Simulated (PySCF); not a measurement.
Si2PH7

The system: Si2PH7, a small molecule; neutral, singlet. The structure, one conformer, was relaxed in the gas phase by PBE0-D3(BJ)/def2-SVP. No frequency run checks that it is a minimum.

SMILES: [SiH3]P[SiH3]

```csv
atom,x (Å),y (Å),z (Å)
Si1,1.679,0.280,0.149
P2,0.176,-1.362,-0.263
Si3,-1.672,-0.111,0.124
H4,1.352,1.574,-0.528
H5,1.700,0.501,1.626
H6,3.026,-0.180,-0.301
H7,0.161,-1.162,-1.679
H8,-1.762,0.109,1.599
H9,-1.646,1.218,-0.562
H10,-2.869,-0.876,-0.334
```

Shieldings: GIAO PBE0/pcSseg-2. Shifts are against computed references at the same level: H TMS (σ 31.24 ppm), Si TMS (σ 341.3 ppm). Core levels by delta-SCF with SCAN, pcX-2 on the ionised atom and pcseg-1 elsewhere, spin-free X2C (2p3/2 is the spin-free 2p value less a third of a first-order spin-orbit splitting); from the vacuum level, for chosen atoms.

Problem. Give the shieldings and core levels atom by atom.

Solution. 
```tsv
atoms	bonded to	σ (ppm)	δ (ppm)	core level (eV)
Si1 Si3	1 P + 3 H	413.0	-71.7	2p3/2 106.84
P2	2 Si + 1 H	631.6	-	2p3/2 135.97
H4 H5 H6	1 Si	27.06	4.18	-
H7	1 P	30.19	1.05	-
H8 H9 H10	1 Si	27.06	4.18	-
```

Values are those of this one static structure, with the three H of a rotating XH3 group averaged; atoms that internal rotation interchanges would show their mean in an NMR spectrum.

Problem. By CAM-B3LYP/def2-SVPD (TDDFT singlets, Tamm-Dancoff triplets, ionisation by delta-SCF), where does absorption start, and what does vertical ionisation take?

Solution. The lowest singlet lies at 6.29 eV (f 0.009), the strongest of the first 6 at 6.62 eV (f 0.073), the lowest triplet at 5.49 eV; vertical ionisation takes 9.43 eV.

The 3 runs behind this took 56 s in all, one thread each of Intel Xeon on a shared host, launched as `OMP_NUM_THREADS=1 python cluster_run.py task.json out`.
